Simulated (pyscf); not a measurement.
Atom transfer: `[OH][Ga]([F])[F]` + `[H]` [doublet] → `[OH][Ga][F]` [doublet] + `[FH]`

Gas phase, doublet surface, charge 0. Bonds broken: Ga2–F3. Bonds formed: F3–H6. Structures and frequencies: ωB97X-D3(BJ)/def2-SVP in PySCF.

Transition state (Å):

```xyz
6

O      1.2448    -0.8712     0.5655
Ga     0.1607     0.0674    -0.4801
F     -0.1201     1.9189    -0.2596
F     -1.0866    -0.7691    -1.3715
H      1.8969    -0.3378     1.0357
H     -0.7833     2.8211     0.2892
```

One imaginary mode, 2087i cm⁻¹; descent along it reached the two sides named, in the forms told below.

```json
[
 {"bond": "Ga2–F3", "change": "breaks", "reactant side (Å)": "1.742", "saddle": "1.886", "product side": "2.290"},
 {"bond": "F3–H6", "change": "forms", "reactant side (Å)": "3.2", "saddle": "1.247", "product side": "0.961"}
]
```

Electronic energies relative to the separated reactants (eV):

```tsv
level	barrier	reaction energy	reverse barrier
ωB97X-D3(BJ)/def2-TZVP	1.01	-0.45	1.46
PBE/def2-TZVP	0.35	-0.67	1.01
r²SCAN/def2-TZVP	0.50	-0.58	1.09
B3LYP-D3(BJ)/def2-TZVP	0.50	-0.71	1.21
PBE0-D3(BJ)/def2-TZVP	0.67	-0.59	1.26
M06-2X/def2-TZVP	0.89	-0.51	1.40
ωB97M-D3(BJ)/def2-TZVP	0.87	-0.61	1.47
HF/def2-TZVP	1.75	-0.25	2.00
```

With ωB97M-D3(BJ)/def2-TZVP energies and thermal terms (ideal gas, 1 atm, RRHO with modes under 100 cm⁻¹ raised to 100, one conformer, R ln 2 for chiral ones without a mode under 150 cm⁻¹), in eV:

```tsv
T (K)	ΔH‡	ΔG‡	ΔH	ΔG
298	0.84	1.09	-0.44	-0.55
600	0.83	1.34	-0.48	-0.66
900	0.82	1.59	-0.52	-0.74
1200	0.81	1.85	-0.57	-0.80
```

On the product side the descent ends in an adduct with a F–Ga contact, 0.43 eV under the separated species and 1.89 eV under the saddle at ωB97X-D3(BJ)/def2-TZVP. What is counted as broken (F–Ga) persists as a longer contact in the product adduct; parting that adduct is a step of its own. One saddle was located; it need not be the lowest between these sides. The angle at the transferred F is 147°. Elements up to Kr have no core potential and no relativistic terms here.
